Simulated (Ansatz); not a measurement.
Rock-salt RbBr: PBE at its full settings (plane-wave cutoff 520 eV, 8×8×8 k mesh, Fermi–Dirac smearing 0.01 eV, scalar-relativistic PAW data made under PBE) and at cheaper ones, in a cell of 2 atoms with Γ-centred meshes.

```csv
level and setting,equilibrium lattice constant a (Å),bulk modulus B0 (GPa)
PBE (Ansatz),7.018,11.8
PBE (300 eV cutoff) (Ansatz),7.016,12.1
PBE (2×2×2 k mesh) (Ansatz),7.067,11.4
PBE (4×4×4 k mesh) (Ansatz),7.018,11.8
PBE (6×6×6 k mesh) (Ansatz),7.018,11.8
PBE (Fermi-Dirac smearing of 0.3 eV) (Ansatz),7.018,11.8
```

Largest shifts from the full settings: lattice constant a +0.70 % (PBE (2×2×2 k mesh)), against a difference of +2.87 % of the full result from the reference 6.822 Å (measured, low temperature, no zero-point or thermal correction; as tabulated in Doll and Stoll (1998), arXiv:cond-mat/9801031); bulk modulus -3.4 % (PBE (2×2×2 k mesh)), against a difference of -26 % of the full result from the reference 16 GPa (measured, 4 K, not corrected to a static lattice; as tabulated in Doll and Stoll (1998), arXiv:cond-mat/9801031).

Ansatz's density-functional and Hartree–Fock values are scalar-relativistic unless marked +SOC, with PAW data made under PBE.

Run with cheap settings on purpose, which may leave them unconverged: PBE (2×2×2 k mesh), PBE (300 eV cutoff), PBE (4×4×4 k mesh), PBE (6×6×6 k mesh), PBE (Fermi-Dirac smearing of 0.3 eV).

Ansatz is a first-principles code.
